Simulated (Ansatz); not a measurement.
A made-up structure of CH$_{3}$OSi (charge -1), singlet:

```tsv
atom	x (Å)	y (Å)	z (Å)
O1	-0.4193	-1.6309	0.9085
C2	-0.3203	-0.8110	0.0018
Si3	-0.2562	1.0879	0.0257
H4	-0.4201	-1.2153	-1.0546
H5	-0.4231	-2.1684	1.7160
H6	0.6520	1.3504	1.2223
```

It is relaxed with PBE-D4/def2-SVPD and then PBE0-D4/def2-TZVPD (Ansatz 0.2.0). Atoms count as bonded within 1.22 times the sum of their covalent radii (H–H: 0.88 Å). The end point is not checked to be a true minimum.

Problem. Does its bonding change? (A judgement: the text doesn't fix the answer.)

Solution. By the calculation: No: no bond forms or breaks.

Where it ends: The first stage lowers the energy by 2.54 eV in 12 steps. It ends as CH₃OSi ([OH][CH][SiH]), total charge -1:
```
6
angstrom
O -0.4051 -1.7712 0.8574
C -0.3687 -0.7924 -0.1427
Si 0.0579 0.9193 -0.0016
H -0.6592 -1.2596 -1.0875
H -0.1400 -1.2871 1.6494
H 0.3278 0.8037 1.5448
```

Labels in which every atom is bracketed show which atoms are joined, not bond orders.

For scale, one of the runs: PBE0-D4/def2-TZVPD relaxation, 147 basis functions, launched by `ansatz run in.yaml --threads 2 --pin off --events-out ev --progress --plain --max-ram 4352MiB`. The run took about 16 s on 2 CPU threads of an Arm Neoverse V2 (shared host).
